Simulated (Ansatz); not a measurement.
Geometry optimisation, UKS PBE0-D4/STO-3G in Ansatz 0.2.0.

input.yaml

```yaml
crystal:
  periodic: [false, false, false]
  atoms:
    - { symbol: C, position_ang: [-0.2484, -0.3682, -1.6547] }
    - { symbol: S, position_ang: [1.0483, 0.8376, -1.2216] }
    - { symbol: H, position_ang: [-0.4752, -0.9882, -0.7931] }
    - { symbol: H, position_ang: [0.158, -0.9782, -2.4547] }
    - { symbol: H, position_ang: [-1.1347, 0.1551, -1.9994] }
    - { symbol: H, position_ang: [0.3818, 1.4232, -0.2317] }
    - { symbol: O, position_ang: [0.2179, -0.928, 3.477] }
    - { symbol: C, position_ang: [0.0934, -0.0248, 2.7886] }
    - { symbol: O, position_ang: [-0.0412, 0.8715, 2.0895] }
magnetization:
  spin_polarized: true
basis:
  gaussian: { orbitals: STO-3G }
hamiltonian:
  xc: pbe0
  dispersion: d4
relax:
  f_tol: 0.02
  max_steps: 40
```

Launched with:

```bash
$ ansatz run input.yaml --threads 1 --pin off --max-ram 2048MiB --backend cpu --events-out ev --progress --plain --runs-dir out
```

Problem. Where does it end, and by what steps?

Solution. The run converged. Limits of this set-up: minimal basis. After 11 steps the energy has fallen by 0.766 eV; H6 moved furthest, 0.48 Å.

```tsv
step	energy less start (eV)	largest force component (eV/Å)	accepted
0	0.0000	7.860	yes
1	-0.7407	0.377	yes
2	-0.7488	0.239	yes
3	-0.7560	0.121	yes
4	-0.7569	0.338	yes
5	-0.7637	0.086	yes
6	-0.7649	0.032	yes
7	-0.7653	0.026	yes
8	-0.7655	0.058	yes
9	-0.7658	0.029	yes
10	-0.7659	0.025	yes
11	-0.7660	0.007	yes
```

```xyz
9
Properties=species:S:1:pos:R:3
C -0.211 -0.357 -1.609
S 1.076 0.862 -1.248
H -0.165 -1.229 -0.940
H -0.066 -0.718 -2.635
H -1.222 0.068 -1.544
H 0.633 1.097 0.014
O 0.150 -0.855 3.405
C -0.014 0.092 2.655
O -0.181 1.040 1.903
```

Whether the end is a true minimum wasn't checked by a vibrational analysis.

The run took 26 s on 1 thread of Arm Neoverse V2, with other jobs on the host, peak memory 0.14 GiB.
